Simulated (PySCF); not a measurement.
CH2, SMILES [CH2], multiplicity 3. Atoms are numbered in the order given.

```xyz
3

C      0.0000     0.0000    -0.1052
H      0.0000    -0.9937     0.3157
H      0.0000     0.9937     0.3157
```
Charge 0, spin multiplicity 3.

The structure is a stationary point at r2SCAN-D4/def2-TZVPD. The isomer is the one that the SMILES or the coordinates give; other isomers of the formula were not compared.

Two levels are set side by side: PBE/pcH-1 (PySCF) and B3LYP/pcH-1 (PySCF). Contact hyperfine couplings, same geometry. Differences are taken from unrounded values.

| quantity | B3LYP |
|---|---|
| A(iso) of 13C, atom C1 (MHz) | 249.5 |
| A(iso) of 1H, atom H2 (MHz) | -11.5 |
| A(iso) of 1H, atom H3 (MHz) | -11.5 |

Problem. What does PBE give, and how far is it from B3LYP? (An estimate is asked for; the answer gives what the named calculation found.)

Solution. 
```tsv
quantity	PBE	PBE minus B3LYP
A(iso) of 13C, atom C1 (MHz)	231.2	-18.3
A(iso) of 1H, atom H2 (MHz)	-16.5	-5.1
A(iso) of 1H, atom H3 (MHz)	-16.5	-5.1
```

Rough cost on one machine, each run with all the roots and properties that it gave: B3LYP against PBE within a factor of 2.
